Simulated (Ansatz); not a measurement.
# BH₃− (doublet): the correlation ladder, aug-cc-pVTZ

An exercise on one series of results from a longer session: the logs are not shown, and one member is left open.

Computed with Ansatz 0.2.0, Gaussian basis. Level: aug-cc-pVTZ, core rule «outside noble gas», up to 1 orbitals frozen.

Plan: UHF; CCSD(T) on ROHF; CCSD(T) on UHF; BCCD(T) on ROHF; CCSDT(Q) on ROHF; CCSDT(Q) on UHF; CASSCF and NEVPT2, 7 electrons in 7 orbitals.

7 further runs of the same task are left out: 3 for a known fault of the program, 4 set aside as unsound or not needed.

## What is computed

The geometry is a PBE0/def2-TZVPD stationary point (not a proven minimum).

4 atoms, charge -1, spin multiplicity 2.

Atoms are counted from 1 here; the program's logs count them from 0.

Bond lengths: B1–H2 1.216 Å, B1–H3 1.216 Å, B1–H4 1.216 Å. Angles: H2–B1–H3 120.0°, H2–B1–H4 120.0°, H3–B1–H4 120.0°.

The first run:

Contents of in.yaml:

```yaml
crystal:
  periodic: [false, false, false]
  atoms:
    - {symbol: B, position_ang: [0.000000, 0.000000, 0.000000]}
    - {symbol: H, position_ang: [1.215774, 0.014597, 0.003233]}
    - {symbol: H, position_ang: [-0.620523, 1.045595, -0.003567]}
    - {symbol: H, position_ang: [-0.595251, -1.060192, 0.000333]}
basis:
  gaussian: {orbitals: aug-cc-pVTZ}
total_charge: -1
magnetization: {spin_polarized: true, initial_magnetization: 1}
hamiltonian: {xc: hf}
output: {orbitals: {seedname: orbitals}}
```

Launch:

```console
> ansatz run in.yaml --threads 1 --pin off --events-out ev --progress --plain --max-ram 4096MiB --backend cpu
```

Steps of the session up to this table: UHF; CCSD(T) on ROHF; CCSD(T) on UHF; BCCD(T) on ROHF; CCSDT(Q) on ROHF; CCSDT(Q) on UHF; CASSCF and NEVPT2, 7 electrons in 7 orbitals.

One of the session's tables, all rows but one given; the rest of the session is left out.

| method | from UCCSDT(Q) (kJ/mol) |
| --- | --- |
| ROHF | +430.8 |
| UHF | +428.3 |
| RMP2 | +78.3 |
| UMP2 | +75.6 |
| RCCSD | ? |
| UCCSD | +14.8 |
| RCCSD(T) | +2.5 |
| UCCSD(T) | +2.3 |
| BCCD(T) | +2.1 |
| RCCSDT | +0.4 |
| UCCSDT | +0.4 |
| RCCSDT(Q) | +0.1 |
| UCCSDT(Q) | 0 |
| CASSCF valence | +312.0 |
| NEVPT2 valence | +96.0 |

**Question.** Estimate the row for RCCSD.

**Answer.** from UCCSDT(Q) (kJ/mol): +14.9. In the column «from UCCSDT(Q) (kJ/mol)» it lies between UCCSD (+14.8) and UMP2 (+75.6).

Among the levels timed on like hardware and quicker than the yardstick, those that no quicker one beats, quickest first: UCCSD(T) (12 s, +2.3 kJ/mol); BCCD(T) (14 s, +2.1 kJ/mol); RCCSDT(Q) (24 s, +0.1 kJ/mol).

Limits of these values: Restricted and unrestricted rows rest on different reference determinants; where their highest levels disagree by more than a few hundredths of an eV, they describe different states and don't form one ladder.
